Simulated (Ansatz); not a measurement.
CCSD(T) against full CI for several species

Each species is computed at the geometry given (Å), with frozen cores, in Ansatz 0.2.0: RHF-CCSD(T) for singlets, UHF-CCSD(T) otherwise, and full CI in the same basis. The program picks the determinant by trial CCSD, so it needn't be the lowest Hartree–Fock solution. States: AlH Σ⁺ or Δ, H2Al–P A2, HAlCl⁺ A'. Cases whose determinant has another symmetry than full CI's state, or whose (Q) step broke down, weren't drawn.

Judging by size, spin and bonding and the diagnostics given, rank them by the size of CCSD(T)'s error in total energy against full CI in the same basis, smallest first (an estimate).
A. H2Al–P, triplet, 6-31G: Al 0.000 0.000 1.179; P 0.000 0.000 -1.155; H 0.000 1.379 1.967; H 0.000 -1.379 1.967. T1 0.016, (T) -38 meV in a correlation energy of -2.21 eV
B. AlH, singlet, aug-cc-pVTZ: Al 0.000 0.000 0.000; H 0.000 0.000 1.706. T1 0.014, (T) -42 meV in a correlation energy of -2.31 eV
C. HAlCl⁺, quintet, 6-31G: Al 0.000 -0.050 1.240; Cl 0.000 -0.007 -0.956; H 0.000 1.585 0.446. T1 0.016, (T) -23 meV in a correlation energy of -1.17 eV

C (6.2 meV), B (12.7 meV), A (16.9 meV).

```csv
species,basis,correlated electrons,CCSD(T) − full CI (meV),CCSDT(Q) − full CI (meV),unpaired electrons (full CI),T1,⟨S²⟩ of the determinant
"HAlCl⁺, quintet",6-31G,10,6.2,-1.2,4.01,0.016,6.00
"AlH, singlet",aug-cc-pVTZ,4,12.7,0.3,0.10,0.014,0.00
"H2Al–P, triplet",6-31G,10,16.9,0.2,2.03,0.016,2.01
```

Unpaired electrons are Σ n²(2−n)² over natural occupations; an open shell counts its own unpaired electrons too. Frozen cores follow each run's orbitals, which moves totals by a few meV.
